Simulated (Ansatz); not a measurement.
Basis-set series for C6H5Cl (`Clc1ccccc1`). Charge 0, multiplicity 1. The geometry is a stationary point of PBE0-D4/def2-TZVP.

Cartesian coordinates in Å:
```
Cl -1.812 2.429 -0.336
C -0.784 1.051 -0.145
C 0.575 1.179 -0.381
C 1.393 0.070 -0.226
C 0.858 -1.150 0.159
C -0.505 -1.261 0.390
C -1.335 -0.160 0.240
H 0.983 2.136 -0.680
H 2.457 0.165 -0.409
H 1.502 -2.013 0.278
H -0.931 -2.210 0.691
H -2.400 -0.236 0.418
```

```json
{"functional": "PBE0-D4", "basis": "def2-SVP", "functions": "127", "energy (Eh)": "-691.12080", "HOMO (eV)": "-7.08", "LUMO (eV)": "-0.41"}
{"functional": "PBE0-D4", "basis": "def2-TZVPP", "functions": "298", "energy (Eh)": "-691.52616", "HOMO (eV)": "-7.14", "LUMO (eV)": "-0.55"}
{"functional": "ωB97M-V", "basis": "def2-SVP", "functions": "127", "energy (Eh)": "-691.41583", "HOMO (eV)": "-9.12", "LUMO (eV)": "1.71"}
{"functional": "ωB97M-V", "basis": "def2-TZVPP", "functions": "298", "energy (Eh)": "-691.82965", "HOMO (eV)": "-9.19", "LUMO (eV)": "1.47"}
```

**Question.** Give the rows for def2-QZVPP. (An estimate is asked.)

**Answer.** Computed: 
| functional | basis | functions | energy (Eh) | HOMO (eV) | LUMO (eV) |
| --- | --- | --- | --- | --- | --- |
| PBE0-D4 | def2-QZVPP | 562 | -691.55149 | -7.17 | -0.61 |
| ωB97M-V | def2-QZVPP | 562 | -691.85346 | -9.22 | 1.38 |

Positive LUMOs are unbound and depend on the basis.
